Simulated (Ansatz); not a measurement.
The input, for Ansatz 0.2.0:

```yaml
crystal:
  periodic: [false, false, false]
  atoms:
    - {symbol: H, position_ang: [0.000000, 0.000000, -1.208000]}
    - {symbol: H, position_ang: [0.000000, 0.000000, -0.463000]}
    - {symbol: Br, position_ang: [0.000000, 0.000000, 1.671000]}
basis:
  gaussian: {orbitals: cc-pVDZ}
magnetization: {spin_polarized: false, initial_magnetization: 1}
correlation: {method: ccsdtq, electrons: outside_noble_gas}
```

```sh
$ ansatz run in.yaml --threads 2 --pin off --events-out ev --progress --plain --max-ram 24576MiB --backend cuda --devices 0, --max-vram 18GiB
```

Output:

```
639 factors; integrals over basis functions are off by at most 2.2e-7 eV
mean field evaluation 1: about -70027.3879 eV, gradient 6.6e0 eV
mean field evaluation 2: about -70027.3884 eV, gradient 6.6e0 eV
mean field evaluation 4: about -70027.9987 eV, gradient 7.5e-1 eV
mean field evaluation 8: about -70028.0035 eV, gradient 4.7e-4 eV
mean field evaluation 16: about -70027.7330 eV, gradient 3.3e0 eV
mean field evaluation 32: about -70028.0034 eV, gradient 5.7e-2 eV
mean field evaluation 64: about -70027.7762 eV, gradient 4.6e-1 eV
mean field evaluation 96: about -70027.7773 eV, gradient 8.8e-4 eV
mean field -70028.00345319 eV, -2573.4816602191 hartree, gradient 2.2e-6 eV, S^2 0.750000; 7 other end points of the search recorded, 0 dependent functions left out
mean field evaluation 128: about -70028.1085 eV, gradient 8.7e-2 eV
determinant -70028.00345319 eV, -2573.4816602191 hartree, with singles and doubles -70032.04741242 eV, -2573.6302729797 hartree
determinant -70027.77733898 eV, -2573.4733506752 hartree, with singles and doubles -70031.79714176 eV, -2573.6210757028 hartree
determinant -70028.00345319 eV, -2573.4816602191 hartree, with singles and doubles -70032.04743512 eV, -2573.6302738138 hartree
determinant -70027.77733898 eV, -2573.4733506752 hartree, with singles and doubles -70031.79714419 eV, -2573.6210757918 hartree
14 core orbitals not correlated: weight in the atoms' cores, before any rotation towards them, 1.000 or more for the frozen orbitals, at most 0.000 for the correlated occupied ones
reference -70028.00345319 eV, -2573.4816602191 hartree; 5, 4 occupied and 18, 19 virtual orbitals, 639 factors
second order -3.39152870 eV of doubles, -0.06718554 eV of singles
cycle   1  -3.91218764 eV  change   -4.5e-1 eV  update   4.3e-2
cycle   2  -4.08038127 eV  change   -1.7e-1 eV  update   1.5e-2
cycle   3  -4.08771011 eV  change   -7.3e-3 eV  update   4.8e-3
cycle   4  -4.08794924 eV  change   -2.4e-4 eV  update   2.4e-3
cycle   5  -4.08816494 eV  change   -2.2e-4 eV  update   1.2e-3
cycle   6  -4.08806307 eV  change    1.0e-4 eV  update   3.2e-4
cycle   7  -4.08804264 eV  change    2.0e-5 eV  update   1.2e-4
cycle   8  -4.08807179 eV  change   -2.9e-5 eV  update   4.1e-5
cycle   9  -4.08806760 eV  change    4.2e-6 eV  update   1.5e-5
cycle  10  -4.08806604 eV  change    1.6e-6 eV  update   4.6e-6
cycle  11  -4.08806777 eV  change   -1.7e-6 eV  update   1.8e-6
cycle  12  -4.08806836 eV  change   -5.9e-7 eV  update   8.0e-7
Total energy: -70032.09152155 eV, -2573.6318939605 hartree
```

For the same geometry and basis full CI lies 0.1 meV higher.

Ran on 2 threads of AMD EPYC 7R13 with a shared H100 80 GB, shared host: 12 s wall, 0.84 GiB peak host memory.
